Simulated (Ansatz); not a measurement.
# Graphite

Level of theory: PBE-D4 (plane waves, PAW; Ansatz, an electronic-structure program).

Numerical settings: plane-wave cutoff 500 eV, 18×18×6 k mesh (along the axes of the cell as run), Fermi–Dirac smearing 0.05 eV, scalar-relativistic PAW data made under PBE.

Cell (relaxed at this level):

```
CELL_PARAMETERS angstrom
      1.22995    -2.13033     0.00000
      1.22995     2.13033     0.00000
      0.00000     0.00000     6.66027
ATOMIC_POSITIONS crystal
  C  0.00000 0.00000 0.25000
  C  0.00000 0.00000 0.75000
  C  0.33333 0.66667 0.25000
  C  0.66667 0.33333 0.75000
```

```
Quantity                              Result
------------------------------  ------------
equilibrium volume per atom     8.73 Å³/atom
equilibrium lattice constant a       2.460 Å
c axis length                        6.660 Å
```

Measured, for comparison: lattice constant a 2.461 Å (300 K, no zero-point or thermal correction, our sources range from 2.456 to 2.461; as tabulated in Wikipedia's data pages); lattice parameter c 6.67 Å (low temperature, zero-point motion not removed; as tabulated in Berland et al. (2010), arXiv:1007.3305). Computed (rounded) less measured: lattice constant a 0.0 % (inside the range of the sources held), lattice parameter c -0.1 %.

The computed numbers hold no vibrational or temperature effects.

It cost roughly 40 core-seconds of CPU time.
